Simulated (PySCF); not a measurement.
Job file and geometry (Å, from PBE0-D3(BJ)/def2-SVP) of a spin–spin coupling run on `CN1CCN1C`, C$_{4}$H$_{10}$N$_{2}$, PySCF 2.14.0, density-fitted response routines, B3LYP/pcJ-1 indirect spin-spin coupling, non-relativistic, gas phase; density fitting, a coarse starting grid and PySCF grid level 2 are the driver's defaults:

```
$ OMP_NUM_THREADS=1 python probes_run.py task.json out

{"job": {"kind": "j", "xc": "B3LYP", "basis": "pcJ-1"}, "charge": 0, "multiplicity": 1}
C     -1.379590    -1.312080    -0.257235
N     -0.570784    -0.302771     0.372085
C     -1.020378     1.084755     0.228439
C      0.424431     1.438870    -0.116169
N      0.634747     0.013518    -0.383402
C      1.820358    -0.579316     0.174496
H     -1.616534    -1.076697    -1.315791
H     -0.859107    -2.281572    -0.224675
H     -2.317920    -1.420253     0.308783
H     -1.465185     1.527260     1.132210
H     -1.706898     1.230272    -0.628082
H      0.611116     2.106608    -0.970511
H      0.990494     1.801880     0.763899
H      2.698039    -0.196637    -0.369372
H      1.939567    -0.365908     1.257223
H      1.794355    -1.671046     0.035609
```

**Question.** What does the program print?

**Answer.** 
```
coarse grid: 12672 points
cycle   1  E = -267.8036880102  dE =  5.649e-01  |g| = 3.682e-01  |ddm| = 3.054e+00
cycle   2  E = -267.8045314750  dE = -8.435e-04  |g| = 3.552e-01  |ddm| = 7.547e-01
cycle   3  E = -267.8369900772  dE = -3.246e-02  |g| = 6.234e-02  |ddm| = 3.954e-01
cycle   4  E = -267.8376582119  dE = -6.681e-04  |g| = 2.733e-02  |ddm| = 6.915e-02
cycle   5  E = -267.8377969117  dE = -1.387e-04  |g| = 8.313e-03  |ddm| = 2.903e-02
cycle   6  E = -267.8378103208  dE = -1.341e-05  |g| = 6.084e-04  |ddm| = 6.631e-03
cycle   7  E = -267.8378103981  dE = -7.735e-08  |g| = 9.067e-05  |ddm| = 6.906e-04
final grid: 120536 points
cycle   8  E = -267.8858548281  dE = -9.990e-05  |g| = 6.202e-03  |ddm| = 2.441e-02
cycle   9  E = -267.8858512562  dE =  3.572e-06  |g| = 7.146e-03  |ddm| = 1.166e-02
cycle  10  E = -267.8858643091  dE = -1.305e-05  |g| = 5.796e-04  |ddm| = 6.682e-03
cycle  11  E = -267.8858643235  dE = -1.442e-08  |g| = 5.154e-04  |ddm| = 8.970e-04
cycle  12  E = -267.8858643761  dE = -5.258e-08  |g| = 3.729e-05  |ddm| = 4.159e-04
cycle  13  E = -267.8858643764  dE = -2.292e-10  |g| = 1.262e-05  |ddm| = 4.154e-05
converged SCF energy = -267.8858643764

Indirect spin-spin couplings (Hz)
  i      j    bonds     total        FC       PSO       DSO        SD
  0 C    1 N    1     -0.358    -0.356     0.703    -0.100    -0.605
  0 C    2 C    2     -2.530    -2.219    -0.292    -0.019         -
  0 C    3 C    3      6.764     6.799     0.064    -0.099         -
  0 C    4 N    2     -5.167    -5.305     0.171    -0.007    -0.026
  0 C    5 C    3      0.868     0.823     0.088    -0.043         -
  0 C    6 H    1    136.775   135.474     0.516     0.786         -
  0 C    7 H    1    142.243   140.846     0.652     0.745         -
  0 C    8 H    1    137.138   135.683     0.727     0.728         -
  0 C    9 H    3      2.613     2.679     0.251    -0.317         -
  0 C   10 H    3      9.677     9.670    -0.108     0.115         -
  0 C   11 H    4     -0.231    -0.192     0.312    -0.351         -
  0 C   12 H    4      0.590     0.624     0.428    -0.463         -
  0 C   13 H    4     -0.499    -0.482     0.329    -0.346         -
  0 C   14 H    4      0.243     0.245     0.250    -0.252         -
  0 C   15 H    4     -0.170    -0.155    -0.082     0.067         -
  1 N    2 C    1     -3.101    -1.660    -0.414    -0.110    -0.917
  1 N    3 C    2      0.775     0.621     0.098    -0.023     0.078
  1 N    4 N    1     -1.729    -4.835     1.692     0.051     1.363
  1 N    5 C    2     -5.183    -5.325     0.174    -0.006    -0.025
  1 N    6 H    2     -0.765    -0.659    -0.136     0.057    -0.026
  1 N    7 H    2     -1.500    -1.542     0.037     0.010    -0.005
  1 N    8 H    2     -4.308    -4.234    -0.064     0.006    -0.016
  1 N    9 H    2     -6.383    -6.294    -0.115     0.036    -0.009
  1 N   10 H    2      0.031     0.356    -0.331     0.051    -0.044
  1 N   11 H    3     -4.808    -4.854    -0.205     0.212     0.039
  1 N   12 H    3     -0.035    -0.087    -0.041     0.053     0.040
  1 N   13 H    3     -9.591    -9.654    -0.114     0.190    -0.012
  1 N   14 H    3     -1.239    -1.257     0.066    -0.066     0.019
  1 N   15 H    3     -1.857    -1.854    -0.003    -0.025     0.025
  2 C    3 C    1     33.068    32.217     0.611     0.239         -
  2 C    4 N    2      0.780     0.627     0.098    -0.023     0.078
  2 C    5 C    3      6.780     6.815     0.064    -0.099         -
  2 C    6 H    3      4.367     4.359    -0.028     0.035         -
  2 C    7 H    3     15.014    15.079     0.451    -0.515         -
  2 C    8 H    3      2.083     2.149    -0.026    -0.040         -
  2 C    9 H    1    156.707   155.607     0.179     0.922         -
  2 C   10 H    1    141.052   139.850     0.210     0.992         -
  2 C   11 H    2     -2.518    -2.616     0.304    -0.205         -
  2 C   12 H    2     -3.956    -4.064     0.215    -0.107         -
  2 C   13 H    4     -0.579    -0.565     0.399    -0.413         -
  2 C   14 H    4     -0.379    -0.335     0.146    -0.191         -
  2 C   15 H    4     -0.334    -0.308     0.404    -0.430         -
  3 C    4 N    1     -3.133    -1.691    -0.415    -0.110    -0.917
  3 C    5 C    2     -2.525    -2.217    -0.289    -0.019         -
  3 C    6 H    4     -0.377    -0.333     0.146    -0.191         -
  3 C    7 H    4     -0.337    -0.311     0.403    -0.429         -
  3 C    8 H    4     -0.580    -0.566     0.400    -0.414         -
  3 C    9 H    2     -2.536    -2.634     0.301    -0.204         -
  3 C   10 H    2     -3.951    -4.060     0.217    -0.108         -
  3 C   11 H    1    156.810   155.710     0.179     0.922         -
  3 C   12 H    1    140.914   139.709     0.213     0.992         -
  3 C   13 H    3      2.285     2.350    -0.032    -0.033         -
  3 C   14 H    3      4.150     4.143    -0.023     0.030         -
  3 C   15 H    3     15.033    15.096     0.452    -0.516         -
  4 N    5 C    1     -0.372    -0.372     0.704    -0.100    -0.605
  4 N    6 H    3     -1.159    -1.177     0.063    -0.064     0.019
  4 N    7 H    3     -1.983    -1.980    -0.001    -0.028     0.026
  4 N    8 H    3     -9.585    -9.647    -0.116     0.190    -0.012
  4 N    9 H    3     -4.816    -4.862    -0.205     0.212     0.039
  4 N   10 H    3     -0.035    -0.087    -0.042     0.054     0.040
  4 N   11 H    2     -6.382    -6.292    -0.116     0.036    -0.010
  4 N   12 H    2      0.023     0.347    -0.331     0.051    -0.044
  4 N   13 H    2     -4.178    -4.099    -0.068     0.006    -0.016
  4 N   14 H    2     -0.782    -0.676    -0.137     0.056    -0.026
  4 N   15 H    2     -1.612    -1.659     0.041     0.011    -0.005
  5 C    6 H    4      0.242     0.244     0.253    -0.256         -
  5 C    7 H    4     -0.167    -0.152    -0.085     0.070         -
  5 C    8 H    4     -0.498    -0.481     0.326    -0.344         -
  5 C    9 H    4     -0.228    -0.190     0.312    -0.351         -
  5 C   10 H    4      0.593     0.628     0.428    -0.463         -
  5 C   11 H    3      2.579     2.645     0.251    -0.317         -
  5 C   12 H    3      9.681     9.675    -0.108     0.115         -
  5 C   13 H    1    136.983   135.526     0.728     0.729         -
  5 C   14 H    1    136.799   135.499     0.514     0.786         -
  5 C   15 H    1    142.372   140.974     0.653     0.744         -
  6 H    7 H    2    -10.579   -10.619     2.265    -2.224         -
  6 H    8 H    2    -10.552   -10.579     2.380    -2.354         -
  6 H    9 H    4     -0.281    -0.178     1.347    -1.450         -
  6 H   10 H    4      0.192     0.098    -1.638     1.732         -
  6 H   11 H    5     -0.298    -0.217     0.362    -0.443         -
  6 H   12 H    5      0.274     0.384     1.563    -1.674         -
  6 H   13 H    5     -0.154    -0.073     0.955    -1.036         -
  7 H    8 H    2    -15.702   -15.719     2.334    -2.317         -
  7 H    9 H    4     -0.762    -0.652     1.711    -1.821         -
  7 H   10 H    4     -0.628    -0.525     1.578    -1.682         -
  7 H   11 H    5     -0.169    -0.077     1.390    -1.483         -
  8 H    9 H    4     -0.382    -0.290     0.048    -0.140         -
  8 H   11 H    5     -0.198    -0.115     1.411    -1.494         -
  8 H   13 H    5      0.390     0.477     1.466    -1.553         -
  8 H   14 H    5     -0.150    -0.069     0.939    -1.019         -
  9 H   10 H    2     -6.683    -6.776     2.227    -2.134         -
  9 H   11 H    3      3.091     3.201     1.792    -1.901         -
  9 H   12 H    3      9.418     9.470    -0.102     0.051         -
  9 H   13 H    5     -0.200    -0.116     1.404    -1.487         -
  9 H   14 H    5     -0.298    -0.217     0.359    -0.440         -
  9 H   15 H    5     -0.168    -0.075     1.397    -1.490         -
 10 H   11 H    3      9.392     9.443    -0.092     0.041         -
 10 H   12 H    3     10.222    10.311     2.408    -2.497         -
 10 H   14 H    5      0.276     0.387     1.564    -1.674         -
 11 H   12 H    2     -6.697    -6.790     2.223    -2.129         -
 11 H   13 H    4     -0.378    -0.288     0.033    -0.124         -
 11 H   14 H    4     -0.280    -0.177     1.358    -1.461         -
 11 H   15 H    4     -0.765    -0.656     1.701    -1.811         -
 12 H   14 H    4      0.202     0.111    -1.614     1.705         -
 12 H   15 H    4     -0.638    -0.536     1.586    -1.689         -
 13 H   14 H    2    -10.671   -10.697     2.379    -2.353         -
 13 H   15 H    2    -15.681   -15.699     2.335    -2.317         -
 14 H   15 H    2    -10.461   -10.501     2.268    -2.228         -
```

Size and cost of the density-fitted run: 262 basis functions, 39 s wall time on 1 thread of an Arm Neoverse V2, shared host; peak memory 1.1 GiB.
